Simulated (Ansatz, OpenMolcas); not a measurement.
# PN (phosphorus nitride): the vertical ionisation energy, rung by rung

The species is PN (2 atoms), meant as a singlet with charge 0. As SMILES, `N#P`. Geometry: the measured bond length.

```xyz
2

N     0.0000    0.0000    0.0000
P     0.0000    0.0000    1.4909
```

Each level gives the vertical ionisation energy (to the doublet cation) (eV). The values are calculated.

```
                             level                    kind     program  value (eV)  less FCI/STO-3G  CPU time (all runs)
                      B3LYP/STO-3G           global hybrid  OpenMolcas        9.29            +1.41                7.6 s
                       PBE0/STO-3G           global hybrid      Ansatz        9.28            +1.40               0.77 s
                  CAM-B3LYP/STO-3G  range-separated hybrid      Ansatz        9.28            +1.40                1.1 s
                    wB97M-V/STO-3G  range-separated hybrid      Ansatz        9.27            +1.39                7.5 s
                     B2PLYP/STO-3G           double hybrid      Ansatz        9.18            +1.30                1.4 s
                        MP2/STO-3G     perturbation theory      Ansatz        9.96            +2.08               0.37 s
                    BCCD(T)/STO-3G   coupled cluster or CI      Ansatz        7.87            -0.01               0.67 s
                    CCSD(T)/STO-3G   coupled cluster or CI      Ansatz        7.90            +0.02               0.74 s
FCI/STO-3G, open shells restricted      exact in the basis  OpenMolcas        7.88             0.00                3.9 s
```

FCI/STO-3G, open shells restricted is exact within its basis and frozen core, so for wave-function methods in that basis the difference is their error; functionals converge differently with the basis, so for them it is only a difference. The values span 7.87 to 9.96 eV. Spin contamination of the reference (⟨S²⟩ at least 0.1 too high) touches B2PLYP/STO-3G, MP2/STO-3G, BCCD(T)/STO-3G, CCSD(T)/STO-3G. All rows use very small basis sets, so even the best lies far from the true value. CPU times are rough (shared hosts, several kinds of processor): they show what a rung costs within a factor of a few.
